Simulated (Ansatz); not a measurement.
Results of PBE-D3(BJ) (PAW; Ansatz, a quantum-chemistry and plane-wave program) for corundum (α-Al2O3).

Settings: plane-wave cutoff 520 eV, 8×8×8 k mesh, Fermi–Dirac smearing 0.01 eV, scalar-relativistic PAW data made under PBE.

Cell (relaxed at this level):

Al$_{2}$O$_{3}$ is modelled in the trigonal space group R-3c, hexagonal axes (No. 167), the corundum structure, Pearson symbol hR10. Conventional cell: a = b = 4.7799 Å, c = 13.0373 Å, α = β = 90.00°, γ = 120.00°. Al on 12c has 3 O at 1.862 Å and 3 O at 1.979 Å (octahedral). O on 18e is coordinated by 2 Al at 1.862 Å and 2 Al at 1.979 Å. (Neighbours: up to the widest gap in distance over summed covalent radii, below 1.35, at either atom; cation-cation and far metal-metal contacts left out.)
(The calculation used a cell of 10 atoms; values per cell refer to that cell.)

Q: What does this level give for the bulk modulus, band gap and pressure derivative B′ of the bulk modulus?

A: 
- bulk modulus: 239 GPa
- band gap: 6.07 eV (direct)
- pressure derivative B′ of the bulk modulus: 4.0

Measured, for comparison: bulk modulus 254 GPa (298 K, copied from a table, unchecked, no zero-point or thermal correction, with K' = 4.34, our sources range from 239 to 254; as tabulated in BurnMan's mineral tables). Computed (rounded) less measured: bulk modulus not scored (unchecked).

Note: the bulk modulus comes from volumes at which shape and atoms were relaxed.

The computed numbers hold no vibrational or temperature effects.

Computing time: about 5 core-minutes (a rough figure).
